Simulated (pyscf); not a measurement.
6 group-13 steps of one kind (concerted two-bond exchange, closed-shell): barrier in kcal/mol, from the separated reactants or the lowest minimum found. Optimised with ωB97X-D3(BJ)/def2-SVP in PySCF. Functionals in def2-TZVP; the last column is ωB97M-D3(BJ)/def2-TZVP. Rows were drawn at random from the steps of this kind and element class whose saddle was verified and whose references are stable.

| step | PBE | B3LYP-D3(BJ) | M06-2X | ωB97M-D3(BJ) |
|---|---|---|---|---|
| `[OH][CH2][GaH2]` → `[CH3][O][GaH2]` | … | 65.7 | 63.6 | 65.6 |
| `[NH2][CH2][CH2][Al]([NH2])[NH2]` -> `[CH3][CH2][NH][Al]([NH2])[NH2]` | 48.5 | 54.9 | 54.6 | 54.8 |
| `[BH3]` + `[CH][OH]` [singlet] → `[BH3]` + `[CH2]=[O]` | 4.5 | 17.0 | 23.5 | 22.9 |
| `[CH3][BH][CH2][CH3]` → `[CH3][B]([CH3])[CH3]` | 49.9 | 54.3 | 59.0 | 57.4 |
| `[CH3][CH2][AlH][NH2]` -> `[CH3][Al]([CH3])[NH2]` | 75.2 | 76.0 | 80.8 | 80.7 |
| `[O]=[GaH]` + `[CH3][CH3]` → `[OH][GaH2]` + `[CH2]=[CH2]` | … | 33.9 | 32.9 | 37.6 |

Fill in the missing entries.


- `[OH][CH2][GaH2]` → `[CH3][O][GaH2]`, PBE: 57.7
- `[O]=[GaH]` + `[CH3][CH3]` → `[OH][GaH2]` + `[CH2]=[CH2]`, PBE: 29.4

Differences from the last column (kcal/mol): PBE: mean -9.0, median -7.7, mean size 9.0, lower in 6 of 6; B3LYP-D3(BJ): mean -2.9, median -3.4, mean size 2.9, lower in 4 of 6; M06-2X: mean -0.8, median -0.1, mean size 1.5, lower in 3 of 6. PBE is closest for row 5 (5.6 kcal/mol apart) and farthest for row 3 (18.4 kcal/mol). PBE, r²SCAN and M06-2X carry no added dispersion term. The last column is a level with limits of its own. Each barrier is that of the saddle found. Elements up to Kr have no core potential and no relativistic terms here.
